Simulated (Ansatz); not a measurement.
I need a polarisability from point charges of H6SSi2, SMILES [SiH3]S[SiH3]. Use the Ansatz DFT code, driven from Python. Level of theory (for the species named): B3LYP, aug-cc-pVDZ basis, multiplicity 1.

```yaml
atoms:
  - { symbol: Si, position_ang: [-0.6693, 1.0143, -0.8929] }
  - { symbol: S, position_ang: [1.2919, 0.4063, -0.6349] }
  - { symbol: Si, position_ang: [0.7678, -1.0388, 0.8365] }
  - { symbol: H, position_ang: [-1.4776, -0.0675, -1.3680] }
  - { symbol: H, position_ang: [-0.7376, 2.1216, -1.9493] }
  - { symbol: H, position_ang: [-1.2449, 1.6125, 0.3722] }
  - { symbol: H, position_ang: [2.0708, -1.7183, 1.2902] }
  - { symbol: H, position_ang: [-0.0925, -2.0256, 0.2712] }
  - { symbol: H, position_ang: [0.1799, -0.3508, 2.0579] }
```

`field_h6ssi2.py`:
```python
'''Dipole of H6SSi2 in the field of point charges.'''

from dataclasses import dataclass
import warnings

import ansatz as az
import numpy as np


@dataclass(frozen=True)
class RunConfig:
    basis: str = 'aug-cc-pVDZ'
    functional: str = 'B3LYP'


opts = RunConfig()

warnings.simplefilter('ignore', az.DeckWarning)

geometry_ang = [
    ('Si', (-0.6693, 1.0143, -0.8929)),
    ('S', (1.2919, 0.4063, -0.6349)),
    ('Si', (0.7678, -1.0388, 0.8365)),
    ('H', (-1.4776, -0.0675, -1.368)),
    ('H', (-0.7376, 2.1216, -1.9493)),
    ('H', (-1.2449, 1.6125, 0.3722)),
    ('H', (2.0708, -1.7183, 1.2902)),
    ('H', (-0.0925, -2.0256, 0.2712)),
    ('H', (0.1799, -0.3508, 2.0579)),
]
h6ssi2 = az.Crystal.molecule()
for symbol, xyz in geometry_ang:
    h6ssi2 = h6ssi2.atom(symbol, xyz)

model = (
    h6ssi2.calculation()
    .basis(gaussian=opts.basis)
    .functional(opts.functional)
    .accuracy('medium')
    .scf(lower_state_search='light')
    .forces()
)
# charges +q and -q at -R and +R make a nearly even field 2 k q / R^2 at the centre
centre = np.mean([site.position_ang for site in h6ssi2.cartesian_sites], axis=0)
field = 2 * 14.399645 * 3.0 / 40.0 ** 2


def dipole(axis, sign):
    arm = 40.0 * np.eye(3)[axis]
    pair = [{'charge': sign * 3.0, 'position_ang': (centre - arm).tolist()}, {'charge': -sign * 3.0, 'position_ang': (centre + arm).tolist()}]
    deck = model.input().set(az.key.basis.gaussian.point_charges, pair)
    return np.array(az.Session.from_dict(deck).plan().execute().report['charge_distribution']['dipole_moment_e_ang'])


print(f'field {field:.4f} V/A')
alpha = np.array([(dipole(axis, 1) - dipole(axis, -1)) / (2 * field) * 14.399645 for axis in range(3)])
print('polarisability tensor (A^3)')
print(np.array2string(alpha, precision=3, suppress_small=True))
print(f'mean {np.trace(alpha) / 3:.3f} A^3 = {np.trace(alpha) / 3 / 0.14818471:.2f} bohr^3')
```

`python field_h6ssi2.py` gives:
```text
field 0.0540 V/A
polarisability tensor (A^3)
[[11.573 -1.19   0.588]
 [-1.191 11.677 -1.741]
 [ 0.586 -1.739 11.441]]
mean 11.564 A^3 = 78.04 bohr^3
```

The settings weren't tested for convergence. The geometry is a force-field or estimated start, not a minimum of this method, and the basis set is short of its limit. The field of two point charges is only nearly even. b3lyp holds the VWN-RPA fit, as in Gaussian; the form of ORCA and Turbomole is b3lyp5. Timing: 53 s on 1 thread of Arm Neoverse V2 (shared host), peak memory 0.39 GiB.

(Lines on the test bed's own set-up are left out of the output.)
